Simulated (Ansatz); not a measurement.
`N/C=C/CS` at its PBE0-D4/def2-TZVP geometry, where that method's forces vanish. Total charge 0; spin multiplicity 1.

```xyz
12

N    -0.5621   -1.9883   -1.2310
C    -0.6216   -0.8799   -0.4150
C     0.4146   -0.1903    0.0683
C     0.2499    1.0607    0.8482
S     0.7766    2.4892   -0.1730
H     0.3309   -2.4509   -1.2873
H    -1.3334   -2.6300   -1.1648
H    -1.6331   -0.5362   -0.2122
H     1.4307   -0.5134   -0.1449
H     0.8694    1.0530    1.7473
H    -0.7920    1.1964    1.1435
H     0.8700    3.3898    0.8209
```

(1) What forces (eV/Å) does r2SCAN-D4/def2-TZVPP give on these atoms in Ansatz 0.2.0? (Estimate.)

Answers

(1) Computed: 
```
N1  -0.010 -0.082 -0.104
C2  -0.220  0.002  0.018
C3   0.208  0.057  0.075
C4  -0.075 -0.150  0.159
S5   0.077  0.192 -0.141
H6   0.023 -0.020  0.005
H7  -0.009 -0.024 -0.002
H8  -0.006 -0.010 -0.013
H9   0.007  0.005 -0.007
H10  0.001  0.013 -0.004
H11  0.001 -0.008  0.004
H12  0.004  0.024  0.010
```
